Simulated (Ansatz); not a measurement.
A made-up structure of CH3NSi, singlet:

```csv
atom,x (Å),y (Å),z (Å)
C1,-0.3840,-0.7616,-0.1025
N2,0.8843,-0.8638,0.3447
Si3,0.1271,0.5816,0.0203
H4,-1.0224,-1.4099,-0.2986
H5,0.6400,1.1743,-1.2489
H6,-0.2449,1.2794,1.2851
```

It is relaxed with PBE-D4/def2-SVP and then PBE0-D4/def2-TZVP (Ansatz 0.2.0). Atoms count as bonded within 1.22 times the sum of their covalent radii (H–H: 0.88 Å). The end point is not checked to be a true minimum.

Does its bonding change? (A judgement: the text doesn't fix the answer.)

Computed: No: no bond forms or breaks.

Where it ends: The first stage lowers the energy by 4.20 eV in 7 steps. It ends as CH₃NSi ([CH]1[N][SiH2]1):
C1  (-0.432, -0.954, -0.111)
N2  (0.770, -0.959, 0.309)
Si3  (0.171, 0.713, 0.030)
H4  (-1.097, -1.796, -0.309)
H5  (0.704, 1.449, -1.133)
H6  (-0.116, 1.547, 1.214)
(Å)

Labels in which every atom is bracketed show which atoms are joined, not bond orders.

For scale, one of the runs: PBE0-D4/def2-TZVP relaxation, 117 basis functions, launched by `ansatz run in.yaml --threads 2 --pin off --events-out ev --progress --plain --max-ram 4352MiB`. The run took about 12 s on 2 CPU threads of an Arm Neoverse V2 (shared host).
